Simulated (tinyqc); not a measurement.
Worked calculation: ROHF in the sto-6g basis, for NH, spin multiplicity 3. One step of it, computed by the program tinyqc.

Task: Iteration 2: Roothaan effective Fock matrix. With projectors Pc = D(beta) S, Po = (D(alpha) - D(beta)) S, Pv = 1 - D(alpha) S, the block xy is Px^T F Py; with Fc = (F(alpha) + F(beta))/2, the blocks are Fc for cc, oo, vv and cv, F(beta) for co and F(alpha) for ov.

F(alpha) (hartree):
```
,1N 1s,1N 2s,1N 2px,1N 2py,1N 2pz,2H 1s
1N 1s,-15.273846,-3.713087,0.006366,0.008609,-0.010117,-0.483405
1N 2s,-3.713087,-1.764984,0.026934,-0.018267,-0.078899,-0.514372
1N 2px,0.006366,0.026934,-0.325607,0.019133,-0.008651,0.016306
1N 2py,0.008609,-0.018267,0.019133,-0.116182,-0.078608,0.124495
1N 2pz,-0.010117,-0.078899,-0.008651,-0.078608,-0.292000,-0.351928
2H 1s,-0.483405,-0.514372,0.016306,0.124495,-0.351928,-0.349474
```

F(beta) (hartree):
```
,1N 1s,1N 2s,1N 2px,1N 2py,1N 2pz,2H 1s
1N 1s,-15.233498,-3.653088,0.001917,0.018052,-0.007734,-0.476725
1N 2s,-3.653088,-1.485418,-0.046246,0.031091,-0.068919,-0.461289
1N 2px,0.001917,-0.046246,0.462585,-0.003397,0.018245,-0.007809
1N 2py,0.018052,0.031091,-0.003397,0.436718,0.064606,0.024978
1N 2pz,-0.007734,-0.068919,0.018245,0.064606,-0.170568,-0.349194
2H 1s,-0.476725,-0.461289,-0.007809,0.024978,-0.349194,-0.167966
```

D(alpha) after iteration 1:
```
,1N 1s,1N 2s,1N 2px,1N 2py,1N 2pz,2H 1s
1N 1s,1.055222,-0.244458,-0.002914,-0.032387,0.004005,0.008791
1N 2s,-0.244458,1.098066,0.016388,0.182129,0.005934,-0.137593
1N 2px,-0.002914,0.016388,0.997327,-0.029711,0.021458,-0.047032
1N 2py,-0.032387,0.182129,-0.029711,0.669802,0.238471,-0.522694
1N 2pz,0.004005,0.005934,0.021458,0.238471,0.959955,-0.032022
2H 1s,0.008791,-0.137593,-0.047032,-0.522694,-0.032022,0.441332
```

D(beta) after iteration 1:
```
,1N 1s,1N 2s,1N 2px,1N 2py,1N 2pz,2H 1s
1N 1s,1.054355,-0.237699,-0.019644,-0.012205,0.012612,-0.005474
1N 2s,-0.237699,1.041461,0.095602,-0.002672,-0.077519,-0.002050
1N 2px,-0.019644,0.095602,0.009204,0.001490,-0.025528,-0.005048
1N 2py,-0.012205,-0.002672,0.001490,0.007520,-0.076437,-0.020123
1N 2pz,0.012612,-0.077519,-0.025528,-0.076437,0.806346,0.211059
2H 1s,-0.005474,-0.002050,-0.005048,-0.020123,0.211059,0.055587
```

overlap S:
```
,1N 1s,1N 2s,1N 2px,1N 2py,1N 2pz,2H 1s
1N 1s,1.000000,0.229416,0.000000,0.000000,0.000000,0.029674
1N 2s,0.229416,1.000000,0.000000,0.000000,0.000000,0.324826
1N 2px,0.000000,0.000000,1.000000,0.000000,0.000000,0.000000
1N 2py,0.000000,0.000000,0.000000,1.000000,0.000000,0.000000
1N 2pz,0.000000,0.000000,0.000000,0.000000,1.000000,0.322772
2H 1s,0.029674,0.324826,0.000000,0.000000,0.322772,1.000000
```

Give: effective F.

Result:

effective F (hartree):
```
,1N 1s,1N 2s,1N 2px,1N 2py,1N 2pz,2H 1s
1N 1s,-15.2536,-3.6824,0.0007,0.0170,-0.0079,-0.4819
1N 2s,-3.6824,-1.6219,-0.0221,0.0313,-0.0684,-0.4994
1N 2px,0.0007,-0.0221,0.0655,0.0045,0.0079,-0.0026
1N 2py,0.0170,0.0313,0.0045,0.1204,0.0119,0.0829
1N 2pz,-0.0079,-0.0684,0.0079,0.0119,-0.2200,-0.3639
2H 1s,-0.4819,-0.4994,-0.0026,0.0829,-0.3639,-0.2553
```
